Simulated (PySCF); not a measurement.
**Static response to an electric field**

Compound: carbonyl fluoride, CF₂O.
Atom-mapped SMILES: `[O:1]=[C:2]([F:3])[F:4]`

Cartesian coordinates in Å at the PBE0-D3(BJ)/def2-TZVP level; atoms count from 1:
```xyz
4
CF2O angstrom
O     -0.3357    1.0579    0.7869
C     -0.0529    0.0259    0.3167
F      0.9641   -0.7241    0.6578
F     -0.6965   -0.5855   -0.6454
```

Level: CAM-B3LYP/aug-cc-pVTZ (PySCF), static field, nuclei fixed, core orbitals frozen in the response. The polarisability tensor in these axes (au):

```
x   17.50 -2.15  1.62
y   -2.15 20.72  2.93
z    1.62  2.93 17.19
```

Problem. Diagonalise the tensor; give its mean and Δα, where Δα² is half the sum of the squared differences of the eigenvalues.

Solution. Principal values 13.82, 18.95 and 22.64 au; mean 18.47 au = 2.74 Å³ = 3.04 × 10⁻⁴⁰ C²·m²/J; Δα = 7.67 au (42 % of the mean).

Problem. What is the dipole moment, and where does it point?

Solution. (0.27, -0.97, -0.44) D, 1.10 D in size, pointing from the negative to the positive side. Measured along this direction, the outermost atoms are O1 at the negative end and F3 and F4 at the positive end.

Problem. What would n − 1 = 2πNα be for an ideal gas of these molecules at 298.15 K and 1 atm, electronic part alone?

Solution. N = p/kT = 2.4615 × 10¹⁹ cm⁻³, so n − 1 = 2π × N × 2.74 × 10⁻²⁴ cm³ = 423 × 10⁻⁶ at long wavelengths.

Problem. Sum over states: ᾱ = Σ f/ω², ω in Eh. What share falls to these 10 lowest TDDFT singlets (eV, f)? 7.18, 0.0000; 8.99, 0.0326; 10.08, 0.0086; 10.11, 0.1494; 10.62, 0.0000; 10.67, 0.0000; 10.77, 0.0072; 10.91, 0.0075; 11.01, 0.0298; 11.65, 0.0014.

Solution. They add up to 1.73 au, 9.3 % of the 18.47 au; the largest single term is 1.08 au, from the state at 10.11 eV. Terms in order: 0.00, 0.30, 0.06, 1.08, 0.00, 0.00, 0.05, 0.05, 0.18, 0.01 au. Higher excitations give the rest. The strengths listed sum to 0.236.

Problem. Find the Langevin capture rate constant for NH4+ (18.034 u) meeting this molecule (65.992 u), k = 2.342 × 10⁻⁹ cm³/s × √(α in Å³ / reduced mass in u).

Solution. The reduced mass is 14.16 u, so k = 1.03 × 10⁻⁹ cm³/s. The formula leaves out the permanent dipole, which adds to the capture rate.

Problem. Rayleigh depolarisation ratio (linearly polarised light, static tensor)?

Solution. ρ = 3Δα²/(45ᾱ² + 4Δα²) = 176.6/(15348 + 235.4) = 0.0113.

Geometry: PBE0-D3(BJ)/def2-TZVP; no solvent, vibrations or thermal averaging.
